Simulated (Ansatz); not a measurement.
## fcc Sr

These are PBE-D4 in Ansatz (PAW) values and carry that method's errors.

Numerical settings: plane-wave cutoff 500 eV, 20×20×20 k mesh, Fermi–Dirac smearing 0.1 eV, scalar-relativistic PAW data made under PBE.

Cell (relaxed at this level):

```cif
data_Sr4
_chemical_formula_sum 'Sr4'
_space_group_name_H-M_alt 'Fm-3m'
_space_group_IT_number 225
_space_group_name_Hall '-F 4 2 3'
_cell_length_a 5.98076
_cell_length_b 5.98076
_cell_length_c 5.98076
_cell_angle_alpha 90.000
_cell_angle_beta 90.000
_cell_angle_gamma 90.000
loop_
_atom_site_label
_atom_site_type_symbol
_atom_site_symmetry_multiplicity
_atom_site_Wyckoff_symbol
_atom_site_fract_x
_atom_site_fract_y
_atom_site_fract_z
_atom_site_occupancy
Sr1 Sr 4 a 0.00000 0.00000 0.00000 1
```
(The calculation used a cell of 1 atom; values per cell refer to that cell.)

| Quantity | Result |
|---|---|
| volume per atom | 53.48 Å³/atom |
| lattice constant a | 5.981 Å |

Measured, for comparison: equilibrium volume per atom 55.22 Å³/atom, lattice constant a 6.045 Å (low-temperature or extrapolated to 0 K; zero-point anharmonic expansion removed; as tabulated in Csonka et al. (2009), arXiv:0903.4037). Computed (rounded) less measured: equilibrium volume per atom -3.2 %, lattice constant a -1.1 %.

Note: a distance lies near a switch of the dispersion term, which can move the cell.

Computed values are for the static lattice.

Cost on a shared machine: around 4 core-minutes (rough).

Ansatz is an electronic-structure program.
